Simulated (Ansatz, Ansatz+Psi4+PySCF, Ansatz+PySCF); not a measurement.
```xyz
8

C    -1.3862   -0.7050   -0.3340
C    -1.8492    0.4552    0.0677
H    -1.6457   -1.7466   -0.2222
H    -2.7390    0.5201    0.6949
H    -1.3694    1.3900   -0.2031
C     1.6459    0.1032    0.1075
O     1.4415    1.1921   -0.2500
O     1.8651   -0.9813    0.4669
```

Basis set: cc-pVTZ (spherical functions). Frozen core: 5 orbitals. Correlation on ROHF uses semicanonical orbitals with singles. Charge 0, multiplicity 2.

Computed with Ansatz (development build ahead of 0.2.0); each method stands on the lowest determinant of its kind that the runs found.

(1) Give the atomization energy at this shape (free ground-state atoms in the same class of orbitals less the molecule, no zero-point energy) of doublet C3H3O2 by ROHF-MP2, UHF-MP2.

## Answers

(1)

| method | atomization energy |
| --- | --- |
| ROHF-MP2 | 36.45 eV |
| UHF-MP2 | 36.22 eV |

Caution for UHF-MP2: the unrestricted determinant is spin contaminated.
